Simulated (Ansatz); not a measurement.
Rubidium, bcc: convergence with the plane-wave cutoff

Computed with Ansatz, PBE, scalar-relativistic PAW, on the relaxed cell (a = 5.672 Å; spin not included). Errors count from a run at 420 eV on a Γ-centred 13×13×13 mesh with Fermi-Dirac smearing of 0.1 eV, extrapolated to zero width. Fixed here: mesh 8×8×8, Fermi-Dirac width 0.1 eV. The pressure holds a Pulay correction and is unreliable far below the recommended cutoff. The SCF starts from atomic densities corrected by a trained network.

```csv
cutoff (eV),E(σ→0) error (meV/atom),P (GPa),SCF iterations
150,995.1,0.08,6
200,117.8,0.02,6
300,4.0,0.01,6
350,3.8,0.01,6
420,3.7,0.01,6
500,3.7,0.01,6
600,3.7,0.01,6
800,3.7,0.01,6
```

Task: What does the run at 250 give (cutoff)?

Result: E(σ→0) error (meV/atom): 11.3; P (GPa): 0.01; SCF iterations: 6.

Within 5 meV/atom of the last row: from 300 eV on.
